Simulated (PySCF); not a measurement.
Molecule: N₂H₅, net charge 1, singlet state. It need not be the lowest isomer of its formula. 
Geometry from a B3LYP-D3(BJ)/def2-TZVP (Ansatz) optimisation:
```
N
H 1 1.0255
H 1 1.0255 2 106.51
H 1 1.0297 2 108.56 3 116.72
N 1 1.4433 2 108.30 3 -116.29
H 5 1.0167 1 108.31 2 -63.19
H 5 1.0167 6 109.36 1 117.83
```
Charge +1, spin multiplicity 1.

Dispersion corrections to the total energy (kcal/mol) from the dftd3 and dftd4 libraries through PySCF: D3(BJ) without and D4 with the three-body term, each with the damping fitted for the functional named.

```
functional  D3(BJ)     D4
----------  ------  -----
B2PLYP       -1.14  -0.62
HF          -17.10  -4.20
TPSS         -2.01      ?
BP86             ?  -1.09
PBE          -1.69  -0.90
B3LYP        -2.73      ?
PW6B95       -0.62  -0.79
```

### Question
What belongs in the gaps?

### Answer

- TPSS, D4: -1.23
- BP86, D3(BJ): -2.25
- B3LYP, D4: -1.44
